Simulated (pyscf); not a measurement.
Thermochemistry of product channels of HO–Ti(OH)(OH)–O–SiH₃ + hydrogen chloride (HCl) on the singlet surface, in kcal/mol, from ωB97M-D3(BJ)/def2-TZVP energies (ideal gas, 1 atm, RRHO with modes under 100 cm⁻¹ raised to 100, one conformer, R ln 2 for chiral ones without a mode under 150 cm⁻¹). Single points on ωB97X-D3(BJ)/def2-SVP structures (PySCF, gas phase).

| products | ΔE | ΔH(298 K) | ΔG(298 K) | ΔG(1200 K) |
|---|---|---|---|---|
| H₃Si–Cl + HO–Ti(OH)(OH)–OH | +3.8 | +4.8 | +4.4 | +3.9 |
| silanol (HO–SiH₃) + HO–Ti(OH)(OH)–Cl | -2.8 | -1.4 | -2.5 | -4.6 |

These are energies of the channels, which say nothing of barriers.
